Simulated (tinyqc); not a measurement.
Inside a calculation. Method: geometry optimisation on the UHF/sto-3g surface (energies and gradients from PySCF), for OH+, spin multiplicity 3. Computed by tinyqc, a small Python program that keeps every step (integrals from PySCF). Settings: charge = 1, multiplicity = 3, basis = sto-3g, optimiser = bfgs, first Hessian = 1.0, largest step = 0.5, iteration cap = 30. Command: `OMP_NUM_THREADS=1 python tinyqc.py 25491 25492 out.jsonl` (the two numbers bound the seeds that draw the settings). One thread of a shared host (Intel(R) Xeon(R) Processor @ 2.60GHz), about 0.4 s of CPU time with the checks.

## Step 1: energy and gradient

positions at the start (bohr):
```
          x        y        z
1O  0.00000  0.00000  0.00000
2H  0.00000  0.00000  1.57603
```

Self-consistent energy and analytic gradient at these positions.

energy = -73.9688821 hartree

gradient (hartree/bohr):
```
            x          y           z
1O  0.0000000  0.0000000   0.4370710
2H  0.0000000  0.0000000  -0.4370710
```

## Step 1: move

Quasi-Newton step p = -H^(-1) g (first H = 1 times the unit matrix); steps longer than 0.5 bohr are cut back (factor 0.809 here).

positions after step 1 (bohr):
```
          x        y         z
1O  0.00000  0.00000  -0.35355
2H  0.00000  0.00000   1.92958
```

## Step 2: energy and gradient

As before.

energy = -74.0397395 hartree

gradient (hartree/bohr):
```
            x          y           z
1O  0.0000000  0.0000000  -0.0684255
2H  0.0000000  0.0000000   0.0684255
```

## Step 2: move

inverse Hessian in use (bohr^2/hartree), lower triangle:
```
         1        2        3        4        5        6
1  1.00000
2  0.00000  1.00000
3  0.00000  0.00000  0.84971
4  0.00000  0.00000  0.00000  1.00000
5  0.00000  0.00000  0.00000  0.00000  1.00000
6  0.00000  0.00000  0.15029  0.00000  0.00000  0.84971
```

Quasi-Newton step p = -H^(-1) g (the inverse Hessian comes from BFGS updates; coordinates in the order x, y, z of each atom); steps longer than 0.5 bohr are cut back.

positions after step 2 (bohr):
```
          x        y         z
1O  0.00000  0.00000  -0.30570
2H  0.00000  0.00000   1.88173
```

## Convergence

Stop when the largest gradient component is below 3e-5 hartree/bohr. The inverse Hessian follows the BFGS update with s = step, y = change of gradient.

Course of the optimisation:
```
step  E (hartree)  largest gradient (hartree/bohr)
1     -73.9688821                         4.37e-01
2     -74.0397395                         6.84e-02
3     -74.0453482                         4.74e-02
4     -74.0475923                         3.66e-02
5     -74.0488663                         7.35e-03
6     -74.0489316                         8.79e-04
7     -74.0489325                         2.56e-05
```

Final distances (angstrom):
```
pair   distance
2H-1O   1.08341
```

Converged in 7 steps.
